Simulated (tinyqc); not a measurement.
Inside a calculation. Method: RKS/BLYP in the sto-3g basis, for H2O, spin multiplicity 1. One step of it, computed by the program tinyqc.

Question. Iteration 2: building the Kohn-Sham matrix. J_ij = sum D_kl (ij|kl); F = H + J + V_xc; E = tr D H + tr D J / 2 + E_xc + E_nn.

D after iteration 1:
```
,1O 1s,1O 2s,1O 2px,1O 2py,1O 2pz,2H 1s,3H 1s
1O 1s,2.100325,-0.415040,0.000000,-0.001190,0.114946,-0.046895,-0.050172
1O 2s,-0.415040,1.803583,0.000000,0.011957,-0.603298,0.062870,0.061480
1O 2px,0.000000,0.000000,2.000000,0.000000,0.000000,0.000000,0.000000
1O 2py,-0.001190,0.011957,0.000000,1.046372,-0.002430,0.514370,-0.504260
1O 2pz,0.114946,-0.603298,0.000000,-0.002430,1.324570,0.419557,0.416317
2H 1s,-0.046895,0.062870,0.000000,0.514370,0.419557,0.427223,-0.074013
3H 1s,-0.050172,0.061480,0.000000,-0.504260,0.416317,-0.074013,0.416439
```

core Hamiltonian H = T + V (hartree):
```
,1O 1s,1O 2s,1O 2px,1O 2py,1O 2pz,2H 1s,3H 1s
1O 1s,-32.693751,-7.606375,0.000000,0.001017,-0.019475,-1.563828,-1.738614
1O 2s,-7.606375,-9.309918,0.000000,0.010120,-0.230899,-3.461636,-3.725854
1O 2px,0.000000,0.000000,-7.437249,0.000000,0.000000,0.000000,0.000000
1O 2py,0.001017,0.010120,0.000000,-7.570993,0.006055,-1.821986,1.925678
1O 2pz,-0.019475,-0.230899,0.000000,0.006055,-7.539891,-1.675010,-1.764481
2H 1s,-1.563828,-3.461636,0.000000,-1.821986,-1.675010,-4.911727,-1.648096
3H 1s,-1.738614,-3.725854,0.000000,1.925678,-1.764481,-1.648096,-5.076193
```

Two-electron integrals (ij|kl) in chemists' order, unique and non-zero (hartree):
```
i,j,k,l,(ij|kl)
1,1,1,1,4.785065
2,1,1,1,0.741380
2,1,2,1,0.136873
2,2,1,1,1.118947
2,2,2,1,0.256633
2,2,2,2,0.817206
3,1,3,1,0.024477
3,2,3,1,0.037809
3,2,3,2,0.180518
3,3,1,1,1.115814
3,3,2,1,0.256684
3,3,2,2,0.817023
3,3,3,3,0.880159
4,1,4,1,0.024477
4,2,4,1,0.037809
4,2,4,2,0.180518
4,3,4,3,0.047444
4,4,1,1,1.115814
4,4,2,1,0.256684
4,4,2,2,0.817023
4,4,3,3,0.785270
4,4,4,4,0.880159
5,1,5,1,0.024477
5,2,5,1,0.037809
5,2,5,2,0.180518
5,3,5,3,0.047444
5,4,5,4,0.047444
5,5,1,1,1.115814
5,5,2,1,0.256684
5,5,2,2,0.817023
5,5,3,3,0.785270
5,5,4,4,0.785270
5,5,5,5,0.880159
6,1,1,1,0.153434
6,1,2,1,0.028087
6,1,2,2,0.052320
6,1,3,3,0.052219
6,1,4,1,0.000975
6,1,4,2,0.001824
6,1,4,4,0.052395
6,1,5,1,0.000855
6,1,5,2,0.001599
6,1,5,4,0.000154
6,1,5,5,0.052354
6,1,6,1,0.005839
6,2,1,1,0.371980
6,2,2,1,0.086378
6,2,2,2,0.304388
6,2,3,3,0.299228
6,2,4,1,0.004874
6,2,4,2,0.037183
6,2,4,4,0.307817
6,2,5,1,0.004274
6,2,5,2,0.032603
6,2,5,4,0.007531
6,2,5,5,0.305831
6,2,6,1,0.018069
6,2,6,2,0.140183
6,3,3,1,0.009054
6,3,3,2,0.052649
6,3,4,3,0.007732
6,3,5,3,0.006780
6,3,6,3,0.020015
6,4,1,1,0.201006
6,4,2,1,0.047281
6,4,2,2,0.177916
6,4,3,3,0.169837
6,4,4,1,0.011393
6,4,4,2,0.073238
6,4,4,4,0.190149
6,4,5,1,0.002051
6,4,5,2,0.018053
6,4,5,4,0.011030
6,4,5,5,0.173564
6,4,6,1,0.010329
6,4,6,2,0.099527
6,4,6,4,0.089866
6,5,1,1,0.176247
6,5,2,1,0.041457
6,5,2,2,0.156001
6,5,3,3,0.148917
6,5,4,1,0.002051
6,5,4,2,0.018053
6,5,4,4,0.153167
6,5,5,1,0.010852
6,5,5,2,0.068478
6,5,5,4,0.011459
6,5,5,5,0.165744
6,5,6,1,0.009057
6,5,6,2,0.087267
6,5,6,4,0.061247
6,5,6,5,0.073718
6,6,1,1,0.510470
6,6,2,1,0.120465
6,6,2,2,0.486686
6,6,3,3,0.466986
6,6,4,1,0.008835
6,6,4,2,0.092795
6,6,4,4,0.500055
6,6,5,1,0.007747
6,6,5,2,0.081365
6,6,5,4,0.028996
6,6,5,5,0.492410
6,6,6,1,0.025427
6,6,6,2,0.281663
6,6,6,4,0.228310
6,6,6,5,0.200187
6,6,6,6,0.774606
7,1,1,1,0.170835
7,1,2,1,0.031259
7,1,2,2,0.058188
7,1,3,3,0.058077
7,1,4,1,-0.001082
7,1,4,2,-0.002020
7,1,4,4,0.058269
7,1,5,1,0.000947
7,1,5,2,0.001768
7,1,5,4,-0.000168
7,1,5,5,0.058224
7,1,6,1,0.006406
7,1,6,2,0.019515
7,1,6,4,0.010187
7,1,6,5,0.009785
7,1,6,6,0.027179
7,1,7,1,0.007232
7,2,1,1,0.402024
7,2,2,1,0.093301
7,2,2,2,0.327355
7,2,3,3,0.321911
7,2,4,1,-0.005250
7,2,4,2,-0.039557
7,2,4,4,0.330984
7,2,5,1,0.004596
7,2,5,2,0.034626
7,2,5,4,-0.007942
7,2,5,5,0.328863
7,2,6,1,0.018954
7,2,6,2,0.123979
7,2,6,4,0.060548
7,2,6,5,0.074966
7,2,6,6,0.206103
7,2,7,1,0.021698
7,2,7,2,0.160290
7,3,3,1,0.009926
7,3,3,2,0.057183
7,3,4,3,-0.008288
7,3,5,3,0.007255
7,3,6,3,0.017337
7,3,7,3,0.023259
7,4,1,1,-0.213428
7,4,2,1,-0.050189
7,4,2,2,-0.188077
7,4,3,3,-0.179481
7,4,4,1,0.012410
7,4,4,2,0.078807
7,4,4,4,-0.201156
7,4,5,1,-0.002175
7,4,5,2,-0.018929
7,4,5,4,0.011719
7,4,5,5,-0.183389
7,4,6,1,-0.009706
7,4,6,2,-0.059039
7,4,6,4,-0.011897
7,4,6,5,-0.034895
7,4,6,6,-0.085915
7,4,7,1,-0.012205
7,4,7,2,-0.111861
7,4,7,4,0.100452
7,5,1,1,0.186823
7,5,2,1,0.043932
7,5,2,2,0.164633
7,5,3,3,0.157108
7,5,4,1,-0.002175
7,5,4,2,-0.018929
7,5,4,4,0.161572
7,5,5,1,0.011829
7,5,5,2,0.073752
7,5,5,4,-0.012195
7,5,5,5,0.175038
7,5,6,1,0.009341
7,5,6,2,0.074011
7,5,6,4,0.035272
7,5,6,5,0.061410
7,5,6,6,0.135154
7,5,7,1,0.010684
7,5,7,2,0.097917
7,5,7,4,-0.067571
7,5,7,5,0.082407
7,6,1,1,0.163450
7,6,2,1,0.038314
7,6,2,2,0.146630
7,6,3,3,0.143007
7,6,4,1,0.000032
7,6,4,2,0.000377
7,6,4,4,0.145593
7,6,5,1,0.002943
7,6,5,2,0.026660
7,6,5,4,0.000113
7,6,5,5,0.151131
7,6,6,1,0.007950
7,6,6,2,0.068020
7,6,6,4,0.041741
7,6,6,5,0.047510
7,6,6,6,0.143142
7,6,7,1,0.008836
7,6,7,2,0.072153
7,6,7,4,-0.043062
7,6,7,5,0.049632
7,6,7,6,0.040133
7,7,1,1,0.530883
7,7,2,1,0.125210
7,7,2,2,0.502438
7,7,3,3,0.481977
7,7,4,1,-0.009399
7,7,4,2,-0.096542
7,7,4,4,0.516383
7,7,5,1,0.008228
7,7,5,2,0.084508
7,7,5,4,-0.030117
7,7,5,5,0.508340
7,7,6,1,0.025400
7,7,6,2,0.197762
7,7,6,4,0.084543
7,7,6,5,0.131448
7,7,6,6,0.350558
7,7,7,1,0.029403
7,7,7,2,0.305096
7,7,7,4,-0.243231
7,7,7,5,0.212912
7,7,7,6,0.143142
7,7,7,7,0.774606
```

nuclear repulsion = 8.98617269 hartree

V_xc (hartree):
```
,1O 1s,1O 2s,1O 2px,1O 2py,1O 2pz,2H 1s,3H 1s
1O 1s,-3.131274,-0.428130,0.000000,0.000045,0.003443,-0.089129,-0.099245
1O 2s,-0.428130,-0.804081,0.000000,0.000643,0.006517,-0.287009,-0.309620
1O 2px,0.000000,0.000000,-0.809013,0.000000,0.000000,0.000000,0.000000
1O 2py,0.000045,0.000643,0.000000,-0.787551,0.000984,-0.165752,0.176072
1O 2pz,0.003443,0.006517,0.000000,0.000984,-0.798083,-0.147298,-0.156208
2H 1s,-0.089129,-0.287009,0.000000,-0.165752,-0.147298,-0.461910,-0.129972
3H 1s,-0.099245,-0.309620,0.000000,0.176072,-0.156208,-0.129972,-0.472689
```

E_xc = sum of w rho eps_xc = -9.51695600 hartree

Give: Coulomb J; Kohn-Sham matrix F; total energy of this density.

Answer.

Coulomb J (hartree):
```
,1O 1s,1O 2s,1O 2px,1O 2py,1O 2pz,2H 1s,3H 1s
1O 1s,17.5352,3.3135,0.0000,-0.0002,-0.0095,0.6797,0.7563
1O 2s,3.3135,8.2861,0.0000,-0.0013,0.0214,3.0653,3.2968
1O 2px,0.0000,0.0000,8.2833,0.0000,0.0000,0.0000,0.0000
1O 2py,-0.0002,-0.0013,0.0000,8.2730,-0.0014,1.7825,-1.8838
1O 2pz,-0.0095,0.0214,0.0000,-0.0014,8.2783,1.5778,1.6644
2H 1s,0.6797,3.0653,0.0000,1.7825,1.5778,4.9785,1.4812
3H 1s,0.7563,3.2968,0.0000,-1.8838,1.6644,1.4812,5.1207
```

Kohn-Sham matrix F (hartree):
```
,1O 1s,1O 2s,1O 2px,1O 2py,1O 2pz,2H 1s,3H 1s
1O 1s,-18.2899,-4.7210,0.0000,0.0009,-0.0255,-0.9733,-1.0815
1O 2s,-4.7210,-1.8279,0.0000,0.0095,-0.2029,-0.6833,-0.7387
1O 2px,0.0000,0.0000,0.0370,0.0000,0.0000,0.0000,0.0000
1O 2py,0.0009,0.0095,0.0000,-0.0855,0.0056,-0.2053,0.2180
1O 2pz,-0.0255,-0.2029,0.0000,0.0056,-0.0597,-0.2445,-0.2563
2H 1s,-0.9733,-0.6833,0.0000,-0.2053,-0.2445,-0.3952,-0.2969
3H 1s,-1.0815,-0.7387,0.0000,0.2180,-0.2563,-0.2969,-0.4281
```

total energy of this density = -75.257376 hartree
